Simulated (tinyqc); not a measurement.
UKS/BLYP in the sto-3g basis, for OH+, spin multiplicity 3, step by step. Computed by tinyqc, a small Python program that keeps every step (integrals from PySCF). Settings: charge = 1, multiplicity = 3, basis = sto-3g, energy threshold = 1e-08, iteration cap = 87, orthogonalisation = canonical, start = core, DIIS depth = 0, method = UKS, functional = blyp, grid = [20, 26]. Command: `OMP_NUM_THREADS=1 python tinyqc.py 26429 26430 out.jsonl` (the two numbers bound the seeds that draw the settings). One thread of a shared host (Intel(R) Xeon(R) Processor @ 2.60GHz), about 2 s of CPU time with the checks. Later iterations appear only in the table of the cycle.

## One-electron integrals

Geometry (angstrom):
```
atom,x,y,z
O,0.0000,0.0000,0.0000
H,0.0000,0.0000,1.0110
```

Basis sto-3g: exponents (1/bohr^2) and contraction coefficients of normalised primitives:
```
element,l (shell),exponent,coefficient
O,s (1),130.7093,0.1543
O,s (1),23.8089,0.5353
O,s (1),6.4436,0.4446
O,s (2),5.0332,-0.1000
O,s (2),1.1696,0.3995
O,s (2),0.3804,0.7001
O,p (3),5.0332,0.1559
O,p (3),1.1696,0.6077
O,p (3),0.3804,0.3920
H,s (1),3.4253,0.1543
H,s (1),0.6239,0.5353
H,s (1),0.1689,0.4446
```

Overlap, kinetic and nuclear-attraction integrals over the contracted functions; the nuclear repulsion is the sum of Za Zb / Rab.

nuclear repulsion = 4.187357 hartree

overlap S, lower triangle:
```
,1O 1s,1O 2s,1O 2px,1O 2py,1O 2pz,2H 1s
1O 1s,1.0000
1O 2s,0.2367,1.0000
1O 2px,0.0000,0.0000,1.0000
1O 2py,0.0000,0.0000,0.0000,1.0000
1O 2pz,0.0000,0.0000,0.0000,0.0000,1.0000
2H 1s,0.0475,0.4402,0.0000,0.0000,0.3742,1.0000
```

kinetic energy T (hartree), lower triangle:
```
,1O 1s,1O 2s,1O 2px,1O 2py,1O 2pz,2H 1s
1O 1s,29.0032
1O 2s,-0.1680,0.8081
1O 2px,0.0000,0.0000,2.5287
1O 2py,0.0000,0.0000,0.0000,2.5287
1O 2pz,0.0000,0.0000,0.0000,0.0000,2.5287
2H 1s,-0.0057,0.1043,0.0000,0.0000,0.2446,0.7600
```

nuclear attraction V (hartree), lower triangle:
```
,1O 1s,1O 2s,1O 2px,1O 2py,1O 2pz,2H 1s
1O 1s,-61.1419
1O 2s,-7.3070,-9.5704
1O 2px,0.0000,0.0000,-9.4608
1O 2py,0.0000,0.0000,0.0000,-9.4608
1O 2pz,-0.0139,-0.1666,0.0000,0.0000,-9.5711
2H 1s,-1.5066,-3.3180,0.0000,0.0000,-2.5458,-5.2907
```

core Hamiltonian H = T + V (hartree), lower triangle:
```
,1O 1s,1O 2s,1O 2px,1O 2py,1O 2pz,2H 1s
1O 1s,-32.1387
1O 2s,-7.4750,-8.7623
1O 2px,0.0000,0.0000,-6.9320
1O 2py,0.0000,0.0000,0.0000,-6.9320
1O 2pz,-0.0139,-0.1666,0.0000,0.0000,-7.0423
2H 1s,-1.5123,-3.2137,0.0000,0.0000,-2.3012,-4.5307
```

## Two-electron integrals

Functions are numbered as in S; the eight-fold symmetry (ij|kl) = (ji|kl) = (kl|ij) leaves the list below.

Two-electron integrals (ij|kl) in chemists' order, unique and non-zero (hartree):
```
i,j,k,l,(ij|kl)
1,1,1,1,4.7851
2,1,1,1,0.7414
2,1,2,1,0.1369
2,2,1,1,1.1189
2,2,2,1,0.2566
2,2,2,2,0.8172
3,1,3,1,0.0245
3,2,3,1,0.0378
3,2,3,2,0.1805
3,3,1,1,1.1158
3,3,2,1,0.2567
3,3,2,2,0.8170
3,3,3,3,0.8802
4,1,4,1,0.0245
4,2,4,1,0.0378
4,2,4,2,0.1805
4,3,4,3,0.0474
4,4,1,1,1.1158
4,4,2,1,0.2567
4,4,2,2,0.8170
4,4,3,3,0.7853
4,4,4,4,0.8802
5,1,5,1,0.0245
5,2,5,1,0.0378
5,2,5,2,0.1805
5,3,5,3,0.0474
5,4,5,4,0.0474
5,5,1,1,1.1158
5,5,2,1,0.2567
5,5,2,2,0.8170
5,5,3,3,0.7853
5,5,4,4,0.7853
5,5,5,5,0.8802
6,1,1,1,0.1509
6,1,2,1,0.0276
6,1,2,2,0.0515
6,1,3,3,0.0514
6,1,4,4,0.0514
6,1,5,1,0.0013
6,1,5,2,0.0024
6,1,5,5,0.0517
6,1,6,1,0.0056
6,2,1,1,0.3675
6,2,2,1,0.0853
6,2,2,2,0.3009
6,2,3,3,0.2958
6,2,4,4,0.2958
6,2,5,1,0.0064
6,2,5,2,0.0490
6,2,5,5,0.3109
6,2,6,1,0.0176
6,2,6,2,0.1373
6,3,3,1,0.0089
6,3,3,2,0.0520
6,3,5,3,0.0102
6,3,6,3,0.0196
6,4,4,1,0.0089
6,4,4,2,0.0520
6,4,5,4,0.0102
6,4,6,4,0.0196
6,5,1,1,0.2648
6,5,2,1,0.0623
6,5,2,2,0.2346
6,5,3,3,0.2239
6,5,4,4,0.2239
6,5,5,1,0.0130
6,5,5,2,0.0881
6,5,5,5,0.2556
6,5,6,1,0.0134
6,5,6,2,0.1300
6,5,6,5,0.1412
6,6,1,1,0.5074
6,6,2,1,0.1198
6,6,2,2,0.4843
6,6,3,3,0.4647
6,6,4,4,0.4647
6,6,5,1,0.0116
6,6,5,2,0.1227
6,6,5,5,0.5229
6,6,6,1,0.0249
6,6,6,2,0.2782
6,6,6,5,0.3006
6,6,6,6,0.7746
```

## Orthogonalisation

S = U s U^T; canonical form X = U s^(-1/2), so that X^T S X = 1. Each column of U has its largest component positive (the first on a tie).

eigenvalues of S: 0.4057  0.8395  1.0000  1.0000  1.1321  1.6227

X:
```
,1,2,3,4,5,6
1O 1s,0.2724,0.7696,0.0000,0.0000,0.5950,0.2104
1O 2s,-0.8976,-0.4733,0.0000,0.0000,0.3738,0.4488
1O 2px,0.0000,0.0000,0.3069,0.9517,0.0000,0.0000
1O 2py,0.0000,0.0000,0.9517,-0.3069,0.0000,0.0000
1O 2pz,-0.6708,0.5626,0.0000,0.0000,-0.5886,0.3135
2H 1s,1.0654,-0.2413,0.0000,0.0000,-0.2078,0.5218
```

Within a degenerate level the vectors are fixed only up to a rotation; this is one choice.

## Starting guess

The start is the orbitals of the core Hamiltonian; D(s) = C_occ C_occ^T for each spin.

D(alpha) at the start, lower triangle:
```
,1O 1s,1O 2s,1O 2px,1O 2py,1O 2pz,2H 1s
1O 1s,1.0632
1O 2s,-0.2752,1.1974
1O 2px,0.0000,0.0000,1.0000
1O 2py,0.0000,0.0000,0.0000,1.0000
1O 2pz,-0.0217,0.1298,0.0000,0.0000,1.1186
2H 1s,0.0422,-0.1837,0.0000,0.0000,-0.1978,0.0568
```

D(beta) at the start, lower triangle:
```
,1O 1s,1O 2s,1O 2px,1O 2py,1O 2pz,2H 1s
1O 1s,1.0632
1O 2s,-0.2752,1.1974
1O 2px,0.0000,0.0000,0.0000
1O 2py,0.0000,0.0000,0.0000,0.0000
1O 2pz,-0.0217,0.1298,0.0000,0.0000,1.1186
2H 1s,0.0422,-0.1837,0.0000,0.0000,-0.1978,0.0568
```

## Iteration 1: exchange-correlation on the grid

Becke grid with 20 radial and 26 angular points per atom, points of zero weight dropped. rho = sum D_ij phi_i phi_j; V_xc,ij = sum w v_xc phi_i phi_j plus the gradient terms; v_xc is d(rho eps)/d rho(s) for spin s at fixed gradient.

The 12 grid points with the largest w rho, of 1028 (bohr, atomic units):
```
x,y,z,w,rho(alpha),rho(beta),eps_xc,v_xc(alpha)
0.0000,0.0000,-1.0451,0.1998,0.2535,0.2535,-0.6622,-0.8064
0.0000,0.0000,-1.3840,0.4285,0.0971,0.0971,-0.5198,-0.5814
0.0000,0.0000,-0.7697,0.0874,0.4555,0.4555,-0.7783,-0.9891
0.0000,0.0000,0.7697,0.0805,0.4886,0.4886,-0.7993,-1.0083
0.7390,0.0000,-0.7390,0.1598,0.2498,0.1577,-0.6289,-0.7897
0.0000,-0.7390,-0.7390,0.1598,0.2498,0.1577,-0.6289,-0.7897
0.0000,0.7390,-0.7390,0.1598,0.2498,0.1577,-0.6289,-0.7897
-0.7390,0.0000,-0.7390,0.1598,0.2498,0.1577,-0.6289,-0.7897
0.0000,-1.0451,0.0000,0.1996,0.2531,0.0689,-0.6105,-0.7720
1.0451,0.0000,0.0000,0.1996,0.2531,0.0689,-0.6105,-0.7720
-1.0451,0.0000,0.0000,0.1996,0.2531,0.0689,-0.6105,-0.7720
0.0000,1.0451,0.0000,0.1996,0.2531,0.0689,-0.6105,-0.7720
```

electrons on the grid, sum of w rho = 8.0117

E_xc = sum of w rho eps_xc = -8.690786 hartree

V_xc(alpha) (hartree), lower triangle:
```
,1O 1s,1O 2s,1O 2px,1O 2py,1O 2pz,2H 1s
1O 1s,-3.1347
1O 2s,-0.4374,-0.8278
1O 2px,0.0000,0.0000,-0.8196
1O 2py,0.0000,0.0000,0.0000,-0.8196
1O 2pz,-0.0015,-0.0030,0.0000,0.0000,-0.8279
2H 1s,-0.0899,-0.2721,0.0000,0.0000,-0.1984,-0.3434
```

V_xc(beta) (hartree), lower triangle:
```
,1O 1s,1O 2s,1O 2px,1O 2py,1O 2pz,2H 1s
1O 1s,-3.1066
1O 2s,-0.4149,-0.7009
1O 2px,0.0000,0.0000,-0.6562
1O 2py,0.0000,0.0000,0.0000,-0.6562
1O 2pz,-0.0019,-0.0051,0.0000,0.0000,-0.7733
2H 1s,-0.0858,-0.2443,0.0000,0.0000,-0.1951,-0.3749
```

## Iteration 1: building the Kohn-Sham matrix

J_ij = sum D_kl (ij|kl) with D = D(alpha) + D(beta); F = H + J + V_xc; E = tr D H + tr D J / 2 + E_xc + E_nn.

Coulomb J (hartree), lower triangle:
```
,1O 1s,1O 2s,1O 2px,1O 2py,1O 2pz,2H 1s
1O 1s,16.3699
1O 2s,3.0343,7.1727
1O 2px,0.0000,0.0000,7.1359
1O 2py,0.0000,0.0000,0.0000,7.1359
1O 2pz,0.0040,-0.0009,0.0000,0.0000,7.2238
2H 1s,0.6135,2.5512,0.0000,0.0000,1.9497,3.9188
```

F(alpha) (hartree), lower triangle:
```
,1O 1s,1O 2s,1O 2px,1O 2py,1O 2pz,2H 1s
1O 1s,-18.9035
1O 2s,-4.8781,-2.4173
1O 2px,0.0000,0.0000,-0.6157
1O 2py,0.0000,0.0000,0.0000,-0.6157
1O 2pz,-0.0114,-0.1705,0.0000,0.0000,-0.6464
2H 1s,-0.9886,-0.9347,0.0000,0.0000,-0.5499,-0.9553
```

F(beta) (hartree), lower triangle:
```
,1O 1s,1O 2s,1O 2px,1O 2py,1O 2pz,2H 1s
1O 1s,-18.8754
1O 2s,-4.8556,-2.2904
1O 2px,0.0000,0.0000,-0.4523
1O 2py,0.0000,0.0000,0.0000,-0.4523
1O 2pz,-0.0118,-0.1726,0.0000,0.0000,-0.5918
2H 1s,-0.9845,-0.9068,0.0000,0.0000,-0.5466,-0.9868
```

total energy of this density = -73.785542 hartree

## Iteration 1: diagonalisation and new density

Diagonalise F' = X^T F X, C = X C', fill 5 alpha and 3 beta electrons from the bottom; D(s) = C_occ C_occ^T. Each column has its largest component positive (the first on a tie).

F' = X^T F X (alpha) (hartree), lower triangle:
```
,1,2,3,4,5,6
1,-0.5412
2,-1.3606,-8.0605
3,0.0000,0.0000,-0.6157
4,0.0000,0.0000,0.0000,-0.6157
5,-1.0776,-7.8953,0.0000,0.0000,-9.1269
6,-0.4422,-3.8970,0.0000,0.0000,-4.3655,-3.4532
```

orbital energies (alpha) (hartree): MO1 -18.9140, MO2 -1.3151, MO3 -0.7428, MO4 -0.6157, MO5 -0.6157, MO6 -0.2098

coefficients C (alpha):
```
,MO1,MO2,MO3,MO4,MO5,MO6
1O 1s,0.9935,-0.2285,-0.1445,0.0000,0.0000,0.0680
1O 2s,0.0276,0.8257,0.6838,0.0000,0.0000,-0.4699
1O 2px,0.0000,0.0000,0.0000,0.9505,0.3108,0.0000
1O 2py,0.0000,0.0000,0.0000,-0.3108,0.9505,0.0000
1O 2pz,0.0036,0.2295,-0.5414,0.0000,0.0000,-0.9303
2H 1s,-0.0077,0.2651,-0.6146,0.0000,0.0000,1.0299
```

F' = X^T F X (beta) (hartree), lower triangle:
```
,1,2,3,4,5,6
1,-0.5171
2,-1.3336,-8.0117
3,0.0000,0.0000,-0.4523
4,0.0000,0.0000,0.0000,-0.4523
5,-1.0802,-7.9263,0.0000,0.0000,-9.0750
6,-0.5193,-3.9084,0.0000,0.0000,-4.3366,-3.4110
```

orbital energies (beta) (hartree): MO1 -18.8850, MO2 -1.2319, MO3 -0.6983, MO4 -0.4523, MO5 -0.4523, MO6 -0.1994

coefficients C (beta):
```
,MO1,MO2,MO3,MO4,MO5,MO6
1O 1s,0.9938,-0.2073,-0.1722,0.0000,0.0000,0.0669
1O 2s,0.0264,0.7240,0.7993,0.0000,0.0000,-0.4551
1O 2px,0.0000,0.0000,0.0000,0.9721,-0.2346,0.0000
1O 2py,0.0000,0.0000,0.0000,0.2346,0.9721,0.0000
1O 2pz,0.0035,0.2420,-0.4527,0.0000,0.0000,-0.9735
2H 1s,-0.0073,0.3784,-0.6455,0.0000,0.0000,0.9741
```

D(alpha) after iteration 1, lower triangle:
```
,1O 1s,1O 2s,1O 2px,1O 2py,1O 2pz,2H 1s
1O 1s,1.0602
1O 2s,-0.2600,1.1501
1O 2px,0.0000,0.0000,1.0000
1O 2py,0.0000,0.0000,0.0000,1.0000
1O 2pz,0.0294,-0.1806,0.0000,0.0000,0.3458
2H 1s,0.0206,-0.2016,0.0000,0.0000,0.3936,0.4480
```

D(beta) after iteration 1, lower triangle:
```
,1O 1s,1O 2s,1O 2px,1O 2py,1O 2pz,2H 1s
1O 1s,1.0603
1O 2s,-0.2615,1.1637
1O 2px,0.0000,0.0000,0.0000
1O 2py,0.0000,0.0000,0.0000,0.0000
1O 2pz,0.0313,-0.1865,0.0000,0.0000,0.2635
2H 1s,0.0254,-0.2422,0.0000,0.0000,0.3838,0.5599
```

Within a degenerate level the vectors are fixed only up to a rotation; this is one choice.

## Iteration 2: exchange-correlation on the grid

As before.

The 12 grid points with the largest w rho, of 1028 (bohr, atomic units):
```
x,y,z,w,rho(alpha),rho(beta),eps_xc,v_xc(alpha)
0.0000,1.0451,0.0000,0.1996,0.2508,0.0666,-0.6087,-0.7691
-1.0451,0.0000,0.0000,0.1996,0.2508,0.0666,-0.6087,-0.7691
1.0451,0.0000,0.0000,0.1996,0.2508,0.0666,-0.6087,-0.7691
0.0000,-1.0451,0.0000,0.1996,0.2508,0.0666,-0.6087,-0.7691
0.0000,0.0000,-1.0451,0.1998,0.1639,0.1507,-0.5785,-0.6940
0.0000,0.7390,-0.7390,0.1598,0.2132,0.1149,-0.5947,-0.7431
-0.7390,0.0000,-0.7390,0.1598,0.2132,0.1149,-0.5947,-0.7431
0.7390,0.0000,-0.7390,0.1598,0.2132,0.1149,-0.5947,-0.7431
0.0000,-0.7390,-0.7390,0.1598,0.2132,0.1149,-0.5947,-0.7431
0.0000,1.3840,0.0000,0.4276,0.0956,0.0244,-0.4794,-0.5392
-1.3840,0.0000,0.0000,0.4276,0.0956,0.0244,-0.4794,-0.5392
1.3840,0.0000,0.0000,0.4276,0.0956,0.0244,-0.4794,-0.5392
```

electrons on the grid, sum of w rho = 8.0181

E_xc = sum of w rho eps_xc = -8.204462 hartree

V_xc(alpha) (hartree), lower triangle:
```
,1O 1s,1O 2s,1O 2px,1O 2py,1O 2pz,2H 1s
1O 1s,-3.1218
1O 2s,-0.4275,-0.7944
1O 2px,0.0000,0.0000,-0.8008
1O 2py,0.0000,0.0000,0.0000,-0.8008
1O 2pz,0.0020,-0.0006,0.0000,0.0000,-0.7649
2H 1s,-0.0875,-0.2841,0.0000,0.0000,-0.2252,-0.5003
```

V_xc(beta) (hartree), lower triangle:
```
,1O 1s,1O 2s,1O 2px,1O 2py,1O 2pz,2H 1s
1O 1s,-3.0924
1O 2s,-0.4047,-0.6552
1O 2px,0.0000,0.0000,-0.6259
1O 2py,0.0000,0.0000,0.0000,-0.6259
1O 2pz,0.0021,0.0035,0.0000,0.0000,-0.6971
2H 1s,-0.0832,-0.2508,0.0000,0.0000,-0.2157,-0.5028
```

## Iteration 2: building the Kohn-Sham matrix

As before.

Coulomb J (hartree), lower triangle:
```
,1O 1s,1O 2s,1O 2px,1O 2py,1O 2pz,2H 1s
1O 1s,15.4849
1O 2s,2.8372,6.7182
1O 2px,0.0000,0.0000,6.6914
1O 2py,0.0000,0.0000,0.0000,6.6914
1O 2pz,0.0016,0.0894,0.0000,0.0000,6.7487
2H 1s,0.5737,2.4947,0.0000,0.0000,1.9881,4.2346
```

F(alpha) (hartree), lower triangle:
```
,1O 1s,1O 2s,1O 2px,1O 2py,1O 2pz,2H 1s
1O 1s,-19.7756
1O 2s,-5.0653,-2.8386
1O 2px,0.0000,0.0000,-1.0415
1O 2py,0.0000,0.0000,0.0000,-1.0415
1O 2pz,-0.0103,-0.0778,0.0000,0.0000,-1.0585
2H 1s,-1.0260,-1.0032,0.0000,0.0000,-0.5383,-0.7964
```

F(beta) (hartree), lower triangle:
```
,1O 1s,1O 2s,1O 2px,1O 2py,1O 2pz,2H 1s
1O 1s,-19.7462
1O 2s,-5.0424,-2.6993
1O 2px,0.0000,0.0000,-0.8666
1O 2py,0.0000,0.0000,0.0000,-0.8666
1O 2pz,-0.0102,-0.0737,0.0000,0.0000,-0.9907
2H 1s,-1.0218,-0.9698,0.0000,0.0000,-0.5288,-0.7989
```

total energy of this density = -74.086600 hartree

## Iteration 2: diagonalisation and new density

As before.

F' = X^T F X (alpha) (hartree), lower triangle:
```
,1,2,3,4,5,6
1,-0.6549
2,-1.4717,-8.7096
3,0.0000,0.0000,-1.0415
4,0.0000,0.0000,0.0000,-1.0415
5,-1.2368,-8.0205,0.0000,0.0000,-9.7325
6,-0.2036,-4.0637,0.0000,0.0000,-4.5860,-3.6195
```

orbital energies (alpha) (hartree): MO1 -19.7849, MO2 -1.6429, MO3 -1.0684, MO4 -1.0415, MO5 -1.0415, MO6 -0.2204

coefficients C (alpha):
```
,MO1,MO2,MO3,MO4,MO5,MO6
1O 1s,0.9940,-0.2610,0.0484,0.0000,0.0000,0.0792
1O 2s,0.0256,1.0059,-0.2282,0.0000,0.0000,-0.5535
1O 2px,0.0000,0.0000,0.0000,0.9640,0.2659,0.0000
1O 2py,0.0000,0.0000,0.0000,-0.2659,0.9640,0.0000
1O 2pz,0.0032,0.1255,0.9077,0.0000,0.0000,-0.6095
2H 1s,-0.0070,0.0291,0.1888,0.0000,0.0000,1.2133
```

F' = X^T F X (beta) (hartree), lower triangle:
```
,1,2,3,4,5,6
1,-0.5941
2,-1.4500,-8.6550
3,0.0000,0.0000,-0.8666
4,0.0000,0.0000,0.0000,-0.8666
5,-1.2429,-8.0530,0.0000,0.0000,-9.6748
6,-0.2759,-4.0784,0.0000,0.0000,-4.5630,-3.5591
```

orbital energies (beta) (hartree): MO1 -19.7547, MO2 -1.5096, MO3 -1.0074, MO4 -0.8666, MO5 -0.8666, MO6 -0.2112

coefficients C (beta):
```
,MO1,MO2,MO3,MO4,MO5,MO6
1O 1s,0.9943,-0.2560,0.0576,0.0000,0.0000,0.0854
1O 2s,0.0244,0.9814,-0.2723,0.0000,0.0000,-0.5770
1O 2px,0.0000,0.0000,0.0000,0.9926,0.1216,0.0000
1O 2py,0.0000,0.0000,0.0000,-0.1216,0.9926,0.0000
1O 2pz,0.0031,0.1293,0.8845,0.0000,0.0000,-0.6420
2H 1s,-0.0067,0.0728,0.2258,0.0000,0.0000,1.2051
```

D(alpha) after iteration 2, lower triangle:
```
,1O 1s,1O 2s,1O 2px,1O 2py,1O 2pz,2H 1s
1O 1s,1.0585
1O 2s,-0.2481,1.0645
1O 2px,0.0000,0.0000,1.0000
1O 2py,0.0000,0.0000,0.0000,1.0000
1O 2pz,0.0144,-0.0808,0.0000,0.0000,0.8398
2H 1s,-0.0055,-0.0140,0.0000,0.0000,0.1750,0.0365
```

D(beta) after iteration 2, lower triangle:
```
,1O 1s,1O 2s,1O 2px,1O 2py,1O 2pz,2H 1s
1O 1s,1.0575
1O 2s,-0.2427,1.0379
1O 2px,0.0000,0.0000,0.0000
1O 2py,0.0000,0.0000,0.0000,0.0000
1O 2pz,0.0209,-0.1139,0.0000,0.0000,0.7991
2H 1s,-0.0123,0.0098,0.0000,0.0000,0.2091,0.0563
```

Within a degenerate level the vectors are fixed only up to a rotation; this is one choice.

## Iteration 21 (converged): orbitals

converged F(alpha) (hartree), lower triangle:
```
,1O 1s,1O 2s,1O 2px,1O 2py,1O 2pz,2H 1s
1O 1s,-19.4137
1O 2s,-4.9865,-2.6513
1O 2px,0.0000,0.0000,-0.8529
1O 2py,0.0000,0.0000,0.0000,-0.8529
1O 2pz,-0.0154,-0.1366,0.0000,0.0000,-0.8742
2H 1s,-1.0106,-0.9766,0.0000,0.0000,-0.5512,-0.8817
```

converged F(beta) (hartree), lower triangle:
```
,1O 1s,1O 2s,1O 2px,1O 2py,1O 2pz,2H 1s
1O 1s,-19.3842
1O 2s,-4.9632,-2.5165
1O 2px,0.0000,0.0000,-0.6808
1O 2py,0.0000,0.0000,0.0000,-0.6808
1O 2pz,-0.0146,-0.1315,0.0000,0.0000,-0.8136
2H 1s,-1.0062,-0.9447,0.0000,0.0000,-0.5428,-0.8843
```

As before.

F' = X^T F X (alpha) (hartree), lower triangle:
```
,1,2,3,4,5,6
1,-0.6219
2,-1.4215,-8.4265
3,0.0000,0.0000,-0.8529
4,0.0000,0.0000,0.0000,-0.8529
5,-1.1661,-7.9857,0.0000,0.0000,-9.4646
6,-0.3091,-3.9970,0.0000,0.0000,-4.4869,-3.5616
```

orbital energies (alpha) (hartree): MO1 -19.4234, MO2 -1.4906, MO3 -0.9002, MO4 -0.8529, MO5 -0.8529, MO6 -0.2604

coefficients C (alpha):
```
,MO1,MO2,MO3,MO4,MO5,MO6
1O 1s,0.9938,-0.2501,0.0914,0.0000,0.0000,0.0788
1O 2s,0.0264,0.9446,-0.4305,0.0000,0.0000,-0.5409
1O 2px,0.0000,0.0000,0.0000,0.3536,0.9354,0.0000
1O 2py,0.0000,0.0000,0.0000,0.9354,-0.3536,0.0000
1O 2pz,0.0037,0.2019,0.7841,0.0000,0.0000,-0.7454
2H 1s,-0.0074,0.1089,0.3628,0.0000,0.0000,1.1684
```

F' = X^T F X (beta) (hartree), lower triangle:
```
,1,2,3,4,5,6
1,-0.5630
2,-1.4000,-8.3754
3,0.0000,0.0000,-0.6808
4,0.0000,0.0000,0.0000,-0.6808
5,-1.1740,-8.0146,0.0000,0.0000,-9.4108
6,-0.3787,-4.0113,0.0000,0.0000,-4.4629,-3.5033
```

orbital energies (beta) (hartree): MO1 -19.3930, MO2 -1.3718, MO3 -0.8473, MO4 -0.6808, MO5 -0.6808, MO6 -0.2403

coefficients C (beta):
```
,MO1,MO2,MO3,MO4,MO5,MO6
1O 1s,0.9941,-0.2403,0.1076,0.0000,0.0000,0.0846
1O 2s,0.0251,0.8968,-0.5017,0.0000,0.0000,-0.5606
1O 2px,0.0000,0.0000,0.0000,0.9838,-0.1794,0.0000
1O 2py,0.0000,0.0000,0.0000,0.1794,0.9838,0.0000
1O 2pz,0.0035,0.2143,0.7449,0.0000,0.0000,-0.7813
2H 1s,-0.0070,0.1760,0.3967,0.0000,0.0000,1.1490
```

D(alpha) after iteration 21, lower triangle:
```
,1O 1s,1O 2s,1O 2px,1O 2py,1O 2pz,2H 1s
1O 1s,1.0586
1O 2s,-0.2493,1.0782
1O 2px,0.0000,0.0000,1.0000
1O 2py,0.0000,0.0000,0.0000,1.0000
1O 2pz,0.0248,-0.1467,0.0000,0.0000,0.6555
2H 1s,-0.0014,-0.0535,0.0000,0.0000,0.3064,0.1436
```

D(beta) after iteration 21, lower triangle:
```
,1O 1s,1O 2s,1O 2px,1O 2py,1O 2pz,2H 1s
1O 1s,1.0576
1O 2s,-0.2445,1.0566
1O 2px,0.0000,0.0000,0.0000
1O 2py,0.0000,0.0000,0.0000,0.0000
1O 2pz,0.0322,-0.1815,0.0000,0.0000,0.6008
2H 1s,-0.0065,-0.0414,0.0000,0.0000,0.3332,0.1884
```

Within a degenerate level the vectors are fixed only up to a rotation; this is one choice.

## Convergence

Stop when the energy changes by less than 1e-08 hartree and every element of the error matrix X^T (F D S - S D F) X (for each spin) is below 3e-05.

Course of the cycle:
```
iteration,E (hartree),change,largest element of the error matrix
1,-73.785542,-,3.47e-01
2,-74.086600,-3.01e-01,2.02e-01
3,-74.210739,-1.24e-01,1.25e-01
4,-74.245020,-3.43e-02,7.09e-02
5,-74.257326,-1.23e-02,4.56e-02
6,-74.261829,-4.50e-03,2.76e-02
7,-74.263618,-1.79e-03,1.77e-02
8,-74.264311,-6.93e-04,1.09e-02
9,-74.264587,-2.76e-04,6.95e-03
10,-74.264695,-1.08e-04,4.34e-03
11,-74.264738,-4.30e-05,2.74e-03
12,-74.264755,-1.70e-05,1.72e-03
13,-74.264762,-6.72e-06,1.08e-03
14,-74.264764,-2.65e-06,6.81e-04
15,-74.264765,-1.05e-06,4.28e-04
16,-74.264766,-4.15e-07,2.69e-04
17,-74.264766,-1.64e-07,1.69e-04
18,-74.264766,-6.50e-08,1.06e-04
19,-74.264766,-2.57e-08,6.70e-05
20,-74.264766,-1.02e-08,4.21e-05
21,-74.264766,-4.02e-09,2.65e-05
```

PySCF UKS in the same basis, fine grid, after a stability check = -74.258644 hartree

Converged in 21 iterations. The coarse grid moves the energy by -6.12e-03 hartree.

## Populations, bond orders and dipole

Mulliken: Z minus the diagonal of D S on the atom; Loewdin: the same with S^(1/2) D S^(1/2); Mayer order: 2 sum_s sum (D(s) S)_ij (D(s) S)_ji over the two atoms.

Charges (e):
```
atom,Mulliken,Loewdin,Mulliken spin
1O,0.5292,0.6297,2.0600
2H,0.4708,0.3703,-0.0600
```

Mayer bond orders:
```
pair,order
2-1,0.7747
```

dipole moment about the origin, x y z (debye): 0.0000  0.0000  2.5397

<S^2> of the determinant (pure state: 2) = 2.0029
